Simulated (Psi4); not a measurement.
**HNO3 (nitric acid), step by step**

Wanted: a structure relaxation (r2SCAN-D4/6-31+G*), then the harmonic vibrations, then a single-point energy (MP2/cc-pVTZ) of HNO3 (nitric acid). 

The calculation is run with Psi4 1.11.

## 1. Starting point

The species is HNO3 (5 atoms), meant as a singlet with charge 0. As SMILES, `O=[N+]([O-])O`. Geometry: relaxed at GFN2-xTB. This is one conformer, not always the lowest. The run starts from this shape.

Bond lengths: O1–N2 1.175 Å, N2–O3 1.185 Å, N2–O4 1.391 Å, O4–H5 0.973 Å. Angles: O1–N2–O3 130.4°, O1–N2–O4 114.4°, O3–N2–O4 115.3°, N2–O4–H5 111.0°.

## 2. A structure relaxation at r2SCAN-D4/6-31+G(d) (density fitting, Cartesian functions) (run 1)

job.inp

```
memory 1600 MB

molecule {
  0 1
  O      2.49205743    -0.60236910     1.41351514
  N      0.49227366    -0.57190671     0.45058630
  O     -1.07417702    -2.16702454     0.30874345
  O     -0.12041335     1.70904941    -0.70388519
  H     -1.78974072     1.63223204    -1.46894081
  units bohr
}

set geom_maxiter 60

opt("r2scan-d4/6-31+G*")
print_variables()
```

Command:

```bash
$ psi4 -i job.inp -o job.out -n 1
```

job.out:

```text
[...]
  Running in c1 symmetry.
[...]
  Nuclear repulsion =  128.106397798980254
[...]
  Multiplicity = 1
[...]
  Nalpha       = 16
  Nbeta        = 16
[...]
    Number of basis functions: 78
[...]
   @DF-RKS iter   1:  -280.56996740017576    1.17812e-01   9.63861e-03 ADIIS/DIIS
[...]
   @DF-RKS iter   7:  -280.77030029559876   -3.35376e-12   8.37430e-09 DIIS
[...]
    Orbital Energies [Eh]
    ---------------------
    Doubly Occupied:
       1A    -19.088728     2A    -19.061921     3A    -19.061848
       4A    -14.497460     5A     -1.270722     6A     -1.089711
       7A     -1.059715     8A     -0.684027     9A     -0.573280
      10A     -0.560100    11A     -0.530572    12A     -0.458996
      13A     -0.350949    14A     -0.337563    15A     -0.334016
      16A     -0.302880
[...]
  @DF-RKS Final Energy:  -280.77030029559876
   => Energetics <=
    Nuclear Repulsion Energy =            125.5328967700027505
    One-Electron Energy =                -632.8845630295096498
    Two-Electron Energy =                 259.3084858410237530
    DFT Exchange-Correlation Energy =     -32.7266310793203914
    Empirical Dispersion Energy =          -0.0004887977952464
    VV10 Nonlocal Energy =                  0.0000000000000000
    Total Energy =                       -280.7703002955987586
[...]
  -Total Gradient:
     Atom            X                  Y                   Z
    ------   -----------------  -----------------  -----------------
       1        0.000136413978    -0.000186748526     0.000147952101
       2        0.000105285500     0.000046209094     0.000011311813
       3        0.000059488057    -0.000053808857     0.000053130037
       4        0.000264773785    -0.000127348103     0.000169356162
       5        0.000229320522     0.000040189335     0.000103022489
[...]
```

On the terminal:

```text
Optimizer: Optimization complete!
```

It took 50 s on 1 thread of Intel Xeon 6975P-C (Granite Rapids), shared host; peak memory 0.85 GiB.

Step by step:

```
step  energy from the first frame kept (eV)  largest force (eV/Å)
   0                                 0.0000                2.8769
   1                                -0.1341                0.6417
   2                                -0.1330                0.7332
   3                                 0.0345                2.4640
   4                                -0.0599                1.7690
   5                                -0.1438                0.3360
   6                                -0.1452                0.0557
   7                                -0.1444                0.0563
   8                                -0.1453                0.0245
   9                                -0.1453                0.0174
```

After the run. Bond lengths: O1–N2 1.202 Å, N2–O3 1.217 Å, N2–O4 1.419 Å, O4–H5 0.979 Å. Angles: O1–N2–O3 130.6°, O1–N2–O4 113.7°, O3–N2–O4 115.6°, N2–O4–H5 102.8°.

## 3. The harmonic vibrations at r2SCAN-D4/6-31+G(d) (density fitting, Cartesian functions) (run 2)

calc.py

```python
import psi4

psi4.set_memory('1600 MB')
psi4.set_num_threads(1)
psi4.core.set_output_file('hno3.out', False)

m = psi4.geometry("""
0 1
O      1.338200    -0.333591     0.763232
N      0.257751    -0.304624     0.237821
O     -0.603919    -1.159318     0.150770
O     -0.045700     0.938421    -0.376625
H     -0.940502     0.786207    -0.744555
""")

psi4.set_options({
    'basis': '6-31+G*',
    'reference': 'rks',
    't': 600.0,
    'rotational_symmetry_number': 1,
})

energy_value, wavefunction = psi4.frequencies("r2scan-d4", return_wfn=True)
print(f'total energy {energy_value:.8f} hartree = {energy_value * 27.211386:.5f} eV')
print('wavenumbers / cm^-1:', wavefunction.frequencies().np.round(1))
```

Command:

```bash
$ python calc.py
```

hno3.out:

```text
[...]
  Running in c1 symmetry.
[...]
  Nuclear repulsion =  125.532878692480281
[...]
  Multiplicity = 1
[...]
  Nalpha       = 16
  Nbeta        = 16
[...]
    Number of basis functions: 78
[...]
   @DF-RKS iter   1:  -280.57721742785014   -2.74907e-02   9.58046e-03 ADIIS/DIIS
[...]
   @DF-RKS iter  11:  -280.77029968569531   -1.23919e-11   7.39773e-09 DIIS
[...]
  @DF-RKS Final Energy:  -280.77029968569531
   => Energetics <=
    Nuclear Repulsion Energy =            125.5272797362552666
    One-Electron Energy =                -632.8752616212730118
    Two-Electron Energy =                 259.3043507192842299
    DFT Exchange-Correlation Energy =     -32.7261797190964501
    Empirical Dispersion Energy =          -0.0004888008653231
    VV10 Nonlocal Energy =                  0.0000000000000000
    Total Energy =                       -280.7702996856953064
[...]
  -Total Gradient:
     Atom            X                  Y                   Z
    ------   -----------------  -----------------  -----------------
       1        0.000135163477    -0.000208771051     0.000132705320
       2        0.000228025297     0.000071794848     0.000063730343
       3        0.000047524421    -0.000030849031     0.000053916830
       4        0.000993929371    -0.000111260260     0.000561297000
       5       -0.000610575639    -0.000002269013    -0.000325971025
[...]
  ==> Harmonic Vibrational Analysis <==
[...]
  Freq [cm^-1]                 491.8342            579.5852            636.7471
[...]
  IR activ [km/mol]            139.8768             8.5382             19.8481
[...]
  Freq [cm^-1]                 760.3343            883.6585           1330.1794
[...]
  IR activ [km/mol]             6.0994             199.0474            40.4495
[...]
  Freq [cm^-1]                1357.9397           1789.1271           3648.2275
[...]
```

Standard output:

```text
Warning: used thermodynamics relations inappropriate for low-frequency modes: ['491.8342' '579.5852']
total energy -280.77030030 hartree = -7640.14902 eV
wavenumbers / cm^-1: [ 491.8  579.6  636.7  760.3  883.7 1330.2 1357.9 1789.1 3648.2]
```

It took 2.2 min on 1 thread of Intel Xeon 6975P-C (Granite Rapids), shared host; peak memory 0.82 GiB.

## 4. A single-point energy at MP2/cc-pVTZ (density fitting, density fitting for correlation) (run 3)

calc.py

```python
import psi4

psi4.set_memory(1600000000)
psi4.set_num_threads(1)
psi4.set_output_file('output.dat', False)

m = psi4.geometry("""
O
N 1 1.201776
O 2 1.216781 1 130.61778
O 2 1.419432 1 113.73848 3 179.99455
H 4 0.979394 2 102.8169 1 -179.96998
units angstrom
""")

psi4.set_options({
    'freeze_core': True,
})

energy_value = psi4.energy("mp2/cc-pVTZ", molecule=m)
print('E =', round(energy_value, 9))
```

Command:

```bash
$ python calc.py
```

output.dat:

```text
[...]
  Running in c1 symmetry.
[...]
  Nuclear repulsion =  125.532867758179805
[...]
  Multiplicity = 1
[...]
  Nalpha       = 16
  Nbeta        = 16
[...]
    Number of basis functions: 134
[...]
   @DF-RHF iter   1:  -279.32558032640912   -4.49009e-01   5.90805e-03 DIIS/ADIIS
[...]
   @DF-RHF iter  14:  -279.55399797686772   -2.02363e-11   5.66962e-09 DIIS
[...]
    Orbital Energies [Eh]
    ---------------------
    Doubly Occupied:
       1A    -20.689008     2A    -20.645811     3A    -20.641180
       4A    -15.939037     5A     -1.678732     6A     -1.460809
       7A     -1.435648     8A     -0.951814     9A     -0.823869
      10A     -0.785865    11A     -0.783374    12A     -0.697706
      13A     -0.583354    14A     -0.544820    15A     -0.531258
      16A     -0.497014
[...]
  @DF-RHF Final Energy:  -279.55399797686772
   => Energetics <=
    Nuclear Repulsion Energy =            125.5328677581798047
    One-Electron Energy =                -632.7951369988884380
    Two-Electron Energy =                 227.7082712638409134
    Total Energy =                       -279.5539979768677199
[...]
 Multipole Moments:
 ------------------------------------------------------------------------------------
     Multipole            Electronic (a.u.)      Nuclear  (a.u.)        Total (a.u.)
 ------------------------------------------------------------------------------------
 L = 1.  Multiply by 2.5417464519 to convert [e a0] to [Debye]
 Dipole X            :         -0.0001684            0.0005300            0.0003616
 Dipole Y            :         -0.4170782            0.9384979            0.5214197
 Dipole Z            :         -0.4844007            1.3757249            0.8913242
 Magnitude           :                                                    1.0326362
[...]
```

The script printed:

```text
E = -280.489515019
```

It took 1.9 s on 1 thread of Intel Xeon 6975P-C (Granite Rapids), shared host; peak memory 0.25 GiB.

## 5. Outcome

| quantity | value |
| --- | --- |
| run 1, r2SCAN-D4/6-31+G*: total energy at the end | -280.77030 Eh |
| run 1, r2SCAN-D4/6-31+G*: dipole moment | 2.39 D |
| run 1, r2SCAN-D4/6-31+G*: HOMO energy | -8.24 eV |
| run 1, r2SCAN-D4/6-31+G*: LUMO energy | -3.27 eV |
| run 1, r2SCAN-D4/6-31+G*: HOMO–LUMO gap | 4.97 eV |
| run 1, r2SCAN-D4/6-31+G*: dispersion energy | -1.28 kJ/mol |
| run 2, r2SCAN-D4/6-31+G*: lowest harmonic wavenumber | 492 cm⁻¹ |
| run 2, r2SCAN-D4/6-31+G*: highest harmonic wavenumber | 3648 cm⁻¹ |
| run 2, r2SCAN-D4/6-31+G*: zero-point energy | 68.7 kJ/mol |
| run 2, r2SCAN-D4/6-31+G*: ideal-gas entropy at 600 K (symmetry number 1 as used) | 74.5 cal/(mol K) |
| run 3, MP2/cc-pVTZ: total energy | -280.48952 Eh |
| run 3, MP2/cc-pVTZ: HOMO energy (Hartree–Fock orbitals) | -13.52 eV |
| run 3, MP2/cc-pVTZ: LUMO energy (Hartree–Fock orbitals) | 2.36 eV |
| run 3, MP2/cc-pVTZ: HOMO–LUMO gap (Hartree–Fock orbitals) | 15.89 eV |
| run 3, MP2/cc-pVTZ: correlation energy (4 core orbitals frozen) | -935.5 mEh |

**Reading.** The optimisation (run 1, r2SCAN-D4/6-31+G*) took 10 steps and changed the energy by -0.145 eV. All 9 modes (run 2, r2SCAN-D4/6-31+G*) are real, so the shape is a minimum at this level.
